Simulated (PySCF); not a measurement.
SiO.
Atom-mapped SMILES: `[O+:1]#[Si-:2]`

Method: core-valence-separated Tamm–Dancoff BHandHLYP/aug-pcX-1 (def2-SVPD on Si) in PySCF, non-relativistic, gas phase, PBE0-D3(BJ)/def2-SVP geometry. BHandHLYP without relativity tends to put these K edges a few eV too low, so spacings mean more than positions.

Question: What does the O 1s absorption edge look like?

Answer: 
```tsv
E (eV)	f	core hole on	main final orbital	polarisation
528.58	0.0650	O1	LUMO/LUMO+1 (2 roots, f summed)	across the axis
532.63	0.0087	O1	LUMO+2 (56 %)	along the axis
534.00	0.0067	O1	LUMO+3 (51 %)	along the axis
535.59	0.0060	O1	LUMO+6 (91 %)	along the axis
```

The first line with a tenth or more of the strongest one's intensity is at 528.58 eV (f = 0.065, sum of 2), with the hole on O1 (oxygen bonded to Si), polarised across the axis: a 1s→π* resonance. It is also the strongest listed.

Roots within 0.03 eV whose holes lie on the same, on equivalent or on shared atoms are summed into one line, and the highest roots are left out, as the search may have cut off their partners. Final orbitals are the ground state's empty Kohn–Sham orbitals.

The list ends where the root search ended, not at a threshold.
